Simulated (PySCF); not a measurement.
Shifts of the heteroatoms

Numbering as in the mapped SMILES `[OH:1][CH2:2][CH:3]=[C:4]1[CH:5]=[CH:6]1` (H(Xn): hydrogen on atom n).

PySCF 2.14.0 with density-fitted response routines calculation with B3LYP/pcJ-1 coupling constants (without the spin–dipole term), GFN2-xTB geometry and σ from GIAO-PBE0/pcSseg-1; no solvent model, one computed conformer, non-relativistic Hamiltonian, averaged over atoms made equivalent by symmetry, fast rotation or ring inversion.

**Question.** Where does ¹⁷O resonate?

**Answer.** 
```tsv
atoms	environment	σ (ppm)	δ (ppm)
O1	alcohol oxygen	278.8	12.8
```

Shieldings were converted by a linear fit to measured shifts: ¹⁷O (scatter 10.7 ppm rms, 12.2 ppm with the 3 outliers that the fit left out vs liquid water, solution or neat liquid). Occasional misses reach two or three times the rms, and more in compound classes unlike the fitted ones. Couplings are scaled by factors fitted to measured values: ²J(H,H) × 0.95 (rms 1.3 Hz), ³J(H,H) × 0.92 (rms 0.5 Hz); all others are unscaled and can be 10–30 % off.

Couplings (the largest are listed; each averaged over equivalent pairs; quadrupolar broadening usually hides them): ¹J(O1,C2) = 20.4 Hz, ²J(O1,H(C2)) = -9.6 Hz.

On a 300 MHz spectrometer ¹⁷O resonates near 40.7 MHz, so 1 ppm is 40.7 Hz.
